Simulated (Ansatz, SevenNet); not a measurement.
For rock-salt PbSe, the machine-learned potential SevenNet-l3i5 (trained on PBE and PBE+U data) gives:

```
Item                               Result
-------------------------------  --------
lattice parameter a               6.220 Å
bulk modulus                     45.8 GPa
zone-centre TO phonon frequency   44 cm⁻¹
elastic constant C11              102 GPa
elastic constant C44             13.1 GPa
polycrystal shear modulus        21.4 GPa
```

**Question.** What does r²SCAN in Ansatz (plane waves, PAW) give for the same quantities?

**Answer.** 
- lattice constant a: 6.178 Å (drops by 0.7 %)
- bulk modulus: 51.5 GPa (grows by 12 %)
- zone-centre TO phonon frequency: 29 cm⁻¹ (decreases by 34 %)
- elastic constant C11: 128 GPa (goes up by 25 %)
- elastic constant C44: 18.3 GPa (goes up by 40 %)
- Voigt–Reuss–Hill shear modulus: 29.5 GPa (increases by 38 %)

For comparison: lattice constant a 6.105 Å (measured, 120 K, not corrected to a static lattice; as tabulated in Noda, Masumoto, Ohba, Saito, Toriumi, Iwata, Shibuya, Acta Cryst. C 43, 1443 …); bulk modulus 47.9 ± 0.4 GPa (measured, 298 K, no zero-point or thermal correction, isothermal, neutron diffraction, our sources range from 47.9 to 54.1; as tabulated in Knight et al. (2022), doi:10.1039/d1ma01093j); elastic constant C11 124 GPa (measured, temperature not stated, no zero-point or thermal correction; as tabulated in Oses et al. (2018), arXiv:1811.08464); elastic constant C44 15.9 GPa (measured, temperature not stated, not corrected to a static lattice; as tabulated in Oses et al. (2018), arXiv:1811.08464).

Changes are worked out from the printed values.

Unless a cell is named, each level is at its own relaxed cell (SevenNet-l3i5 30.08, r²SCAN 29.47 Å³/atom).

Levels without +SOC leave out spin–orbit coupling, which shifts energies and cells of such heavy elements.

Ansatz's density-functional and Hartree–Fock values are scalar-relativistic unless marked +SOC, with PAW data made under PBE.

Ansatz is a quantum-chemistry and plane-wave program.
